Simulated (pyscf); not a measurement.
Homolytic dissociation enthalpies at 298 K of Al–Cl, Br–In, Cl–In, F–Ga, F–In bonds in 8 gas-phase molecules, in eV. Optimised with ωB97X-D3(BJ)/def2-SVP in PySCF. Correlated levels are frozen-core, on RHF or UHF. ΔMP2 is the change of the MP2 total energy from the triple- to the quadruple-zeta basis. Both columns use the same structures and thermal terms. Rows were drawn at random from the closed-shell molecules with such a bond whose radicals are computed, keep their shape and have no isomer in the data more than 5 kcal/mol lower.

```json
[
 {"row": "1", "molecule": "H₂N–InH–F", "radicals": "[H₂N–InH]• + F•", "B3LYP-D3(BJ)/def2-TZVP": "4.92", "CCSD(T)/def2-TZVPP + ΔMP2(QZVPP)": "5.12"},
 {"row": "2", "molecule": "HO–In(OH)–Br", "radicals": "[HO–In–OH]• + Br•", "B3LYP-D3(BJ)/def2-TZVP": "3.28", "CCSD(T)/def2-TZVPP + ΔMP2(QZVPP)": "3.59"},
 {"row": "3", "molecule": "H₂N–AlH–Cl", "radicals": "[H₂N–AlH]• + Cl•", "B3LYP-D3(BJ)/def2-TZVP": "5.10", "CCSD(T)/def2-TZVPP + ΔMP2(QZVPP)": "5.25"},
 {"row": "4", "molecule": "H₂N–GaH–F", "radicals": "[H₂N–GaH]• + F•", "B3LYP-D3(BJ)/def2-TZVP": "5.63", "CCSD(T)/def2-TZVPP + ΔMP2(QZVPP)": "5.86"},
 {"row": "5", "molecule": "F–In(Cl)–Cl", "radicals": "F• + [Cl–In–Cl]•", "B3LYP-D3(BJ)/def2-TZVP": "4.29", "CCSD(T)/def2-TZVPP + ΔMP2(QZVPP)": "4.58"},
 {"row": "6", "molecule": "HO–In(F)–Cl", "radicals": "[HO–In–Cl]• + F•", "B3LYP-D3(BJ)/def2-TZVP": "4.34", "CCSD(T)/def2-TZVPP + ΔMP2(QZVPP)": "4.64"},
 {"row": "7", "molecule": "F–GaH–F", "radicals": "F• + [F–GaH]•", "B3LYP-D3(BJ)/def2-TZVP": "5.40", "CCSD(T)/def2-TZVPP + ΔMP2(QZVPP)": "?"},
 {"row": "8", "molecule": "HO–InH–Cl", "radicals": "[HO–InH]• + Cl•", "B3LYP-D3(BJ)/def2-TZVP": "3.88", "CCSD(T)/def2-TZVPP + ΔMP2(QZVPP)": "4.12"}
]
```

Task: Fit a line that carries the B3LYP-D3(BJ) values to the last column and predict row 7.

Result: In the 7 complete rows the last column lies 0.15 to 0.31 eV from B3LYP-D3(BJ) (mean 0.25, median 0.24). Least squares gives y = 0.47 + 0.95·x with residuals of 0.04 eV (root mean square). For row 7: 0.47 + 0.95 × 5.40 = 5.60 eV. The computed value is 5.69 eV, 0.09 over the line. The CCSD(T) − MP2 part came from Ansatz, without density fitting, on the same reference. The frozen core leaves the outer d or s,p core shells of the metals and heavy elements correlated in the MP2 and CC values, and def2-TZVPP describes them poorly, which can shift differences by a few kcal/mol. Left out: the spin-orbit lowering of Br, Cl, F, which is large for Br, Se, Te and I. Elements up to Kr have no core potential and no relativistic terms here. Elements past Kr carry the def2 core potentials, without spin-orbit coupling.
